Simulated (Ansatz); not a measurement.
**SrIr₂ (Fd-3m)**

Computed with DFT r2SCAN, scalar-relativistic, plane waves, PAW in Ansatz 0.2.0.

Settings: cutoff 500 eV, Γ-centred mesh 8×8×8 on the computed 6-atom cell, Gaussian smearing of 0.10 eV; no spin polarisation.

The structure is relaxed at this level of theory with its symmetry kept. Whether it is the stable form of this composition wasn't checked.

It takes space group Fd-3m (No. 227, cubic). The conventional cell has a = 7.697 Å, b = 7.697 Å, c = 7.697 Å, α = 90.00°, β = 90.00°, γ = 90.00°. Around Sr (site symmetry -43m) lie 12 Ir at 3.19 Å and 4 Sr at 3.33 Å. Ir (site symmetry -3m) has 6 Ir at 2.72 Å as nearest neighbours.

| Property | Result |
| --- | --- |
| Volume per atom | 19.00 Å³ |
| Formation energy from the elements' standard states (uncorrected) | -0.324 eV/atom |
| Generalised Kohn–Sham band gap | none (metal) |
| Density of states at the Fermi level | 7.51 states/eV per cell |
| Löwdin character within 0.5 eV of the Fermi level | Ir 5d 91 %, unprojected 5 % |
| Bulk modulus | 161 GPa |
| Its pressure derivative | 4.7 |
| Bader charges (e) | Sr (2 in the cell) 1.33, Ir (4 in the cell) -0.67 |

Spin-orbit coupling is left out, which matters for the bands of heavy elements.